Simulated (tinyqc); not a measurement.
Geometry optimisation on the RHF/sto-3g surface (energies and gradients from PySCF), for LiH, spin multiplicity 1, step by step. One step of it, computed by the program tinyqc.

Question. Step 2: move. Quasi-Newton step p = -H^(-1) g (the inverse Hessian comes from BFGS updates; coordinates in the order x, y, z of each atom); steps longer than 0.1 bohr are cut back.

positions after step 1 (bohr):
```
            x         y          z
1Li  0.000000  0.000000  -0.010008
2H   0.000000  0.000000   2.784126
```

gradient (hartree/bohr):
```
              x           y            z
1Li  0.00000000  0.00000000   0.00741545
2H   0.00000000  0.00000000  -0.00741545
```

inverse Hessian in use (bohr^2/hartree):
```
          1         2          3         4         5          6
1  1.000000  0.000000   0.000000  0.000000  0.000000   0.000000
2  0.000000  1.000000   0.000000  0.000000  0.000000   0.000000
3  0.000000  0.000000   2.430060  0.000000  0.000000  -1.430060
4  0.000000  0.000000   0.000000  1.000000  0.000000   0.000000
5  0.000000  0.000000   0.000000  0.000000  1.000000   0.000000
6  0.000000  0.000000  -1.430060  0.000000  0.000000   2.430060
```

Give: positions after step 2.

Answer.

positions after step 2 (bohr):
```
         x      y       z
1Li  0.000  0.000  -0.039
2H   0.000  0.000   2.813
```
